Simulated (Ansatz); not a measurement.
Geometry optimisation, RKS CAM-B3LYP-D4/6-31G* in Ansatz 0.2.0.

The input (input.yaml):

```yaml
crystal:
  periodic: [false, false, false]
  atoms:
    - { symbol: C, position_ang: [-0.94475, -0.14529, -0.65906] }
    - { symbol: "N", position_ang: [-0.32876, -0.28232, 0.48215] }
    - { symbol: C, position_ang: [0.89265, 0.09802, 0.73574] }
    - { symbol: H, position_ang: [-1.97871, -0.47288, -0.73067] }
    - { symbol: H, position_ang: [-0.51663, 0.32732, -1.56073] }
    - { symbol: H, position_ang: [1.57267, 0.57982, 0.01118] }
    - { symbol: H, position_ang: [1.30354, -0.10468, 1.72139] }
total_charge: -1
basis:
  gaussian: { orbitals: "6-31G*" }
hamiltonian:
  xc: cam_b3lyp
  dispersion: d4
relax:
  f_tol: 0.015
  max_steps: 40
```

Launched with:

```bash
$ ansatz run input.yaml --threads 1 --pin off --max-ram 2048MiB --backend cpu --events-out ev --progress --plain --runs-dir out
```

Problem. Where does it end, and by what steps?

Solution. The run converged. Limits of this set-up: an anion without diffuse functions, the dipole of an ion depends on the origin. After 4 steps the energy has fallen by 0.024 eV; H4 moved furthest, 0.03 Å.

```csv
step,energy less start (eV),largest force component (eV/Å),accepted
0,0.0000,0.826,yes
1,-0.0222,0.213,yes
2,-0.0237,0.038,yes
3,-0.0243,0.023,yes
4,-0.0244,0.006,yes
```

```xyz
7
Properties=species:S:1:pos:R:3
C -0.965 -0.136 -0.664
N -0.326 -0.280 0.478
C 0.910 0.089 0.745
H -1.996 -0.484 -0.750
H -0.512 0.331 -1.555
H 1.568 0.575 0.006
H 1.322 -0.094 1.739
```

Whether the end is a true minimum wasn't checked by a vibrational analysis.

The run took 4.7 s on 1 thread of AMD EPYC 9R45 96-Core Processor (Zen 5), on a shared host, peak memory 0.13 GiB.
